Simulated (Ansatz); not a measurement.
FH$_{4}$Si$_{2}$, SMILES `F[SiH][SiH3]` radical, relaxed with UKS PBE0-D4/def2-TZVP in the Gaussian-basis code of Ansatz from a PBE-D4/def2-SVP geometry. The force threshold is 0.005 eV/Å; the program also tests the step.

Charge 0, multiplicity 2.

Start:

```xyz
7

F    -1.170   -1.020   -1.889
Si    0.279   -0.501   -1.291
Si    0.051    0.127    0.968
H     0.748    0.637   -2.174
H     1.406    0.596    1.427
H    -0.954    1.231    1.178
H    -0.360   -1.069    1.782
```

| step | energy (eV) | largest force (eV/Å) | largest move (Å) |
| --- | --- | --- | --- |
| 1 | -18529.7447 | 1.086 | 0.000 |
| 2 | -18529.7745 | 0.665 | 0.026 |
| 3 | -18529.7843 | 0.068 | 0.021 |
| 4 (rejected) | -18529.7831 | 0.158 | 0.036 |
| 5 | -18529.7852 | 0.008 | 0.014 |
| 6 | -18529.7852 | 0.003 | 0.001 |

End:

```xyz
7

F    -1.145   -0.992   -1.879
Si    0.264   -0.492   -1.279
Si    0.046    0.127    0.968
H     0.745    0.608   -2.167
H     1.388    0.595    1.408
H    -0.950    1.213    1.180
H    -0.349   -1.060    1.770
```

It took 28 s on 2 threads of a server CPU on a shared host, with 0.31 GiB of host memory at the peak.
